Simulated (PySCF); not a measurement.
tetrafluoroethylene (C2F4), SMILES FC(=C(F)F)F.

Geometry: r2SCAN-D4/def2-SVP.

Two levels are set side by side: PBE/def2-TZVP (PySCF) and HF/def2-TZVP (PySCF). Same geometry, gas phase. Differences are taken from unrounded values.

```json
[
 {"quantity": "orbital gap (eV)", "HF": "15.55", "PBE": "5.73", "PBE minus HF": "-9.82"},
 {"quantity": "highest occupied level (eV)", "HF": "-10.89", "PBE": "-6.05", "PBE minus HF": "4.84"},
 {"quantity": "lowest empty level (eV)", "HF": "4.66", "PBE": "-0.32", "PBE minus HF": "-4.98"},
 {"quantity": "mean polarisability (bohr³)", "HF": "24.8", "PBE": "27.6", "PBE minus HF": "2.8"}
]
```

PBE's occupied levels lie high since its potential decays too fast outside the molecule; exact exchange lowers them and widens the gap. PBE's more diffuse valence density responds more strongly to a field. Differences between two approximate levels are no errors against the true value.

Rough cost on one machine, each run with all the roots and properties that it gave: HF against PBE about 1/2.
